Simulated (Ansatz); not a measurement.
# Se4 ([Se4]2-): the cost of one run

Method: the settings change from run to run; program: Ansatz 0.2.0, Gaussian basis.

### 1 The relaxed structure

The geometry comes from an earlier relaxation with PBE0-D4/def2-SVPD; it is a stationary point.

4 atoms, charge -2, spin multiplicity 1.

Atoms are counted from 1 here; the program's logs count them from 0.

Bond lengths: Se1–Se2 2.361 Å, Se2–Se3 2.389 Å, Se3–Se4 2.361 Å. Angles: Se1–Se2–Se3 114.8°, Se2–Se3–Se4 114.9°.

As a file:

```xyz
4

Se   -0.3495    2.5226   -1.1800
Se   -0.9586    0.2507   -0.9726
Se    0.7453   -1.1662   -0.0797
Se    0.5628   -1.6070    2.2323
```

### 2 PBE0/cc-pVTZ

Set apart from the defaults: multiplicity 3.

in.yaml reads:

```yaml
crystal:
  periodic: [false, false, false]
  atoms:
    - {symbol: Se, position_ang: [-0.349500, 2.522562, -1.180035]}
    - {symbol: Se, position_ang: [-0.958620, 0.250685, -0.972581]}
    - {symbol: Se, position_ang: [0.745295, -1.166199, -0.079696]}
    - {symbol: Se, position_ang: [0.562825, -1.607048, 2.232322]}
basis:
  gaussian: {orbitals: cc-pVTZ}
total_charge: -2
magnetization: {spin_polarized: true, initial_magnetization: 2}
hamiltonian: {xc: {name: PBE0}}
scf: {omitted_lower_state_checks: [starts]}
```

Command:

```bash
$ ansatz run in.yaml --threads 4 --pin off --events-out ev --progress --plain --max-ram 3916MiB
```

What time and memory should one allow on 4 threads of Arm Neoverse V1, shared host?

About 22 s, with a peak of 0.98 GiB.
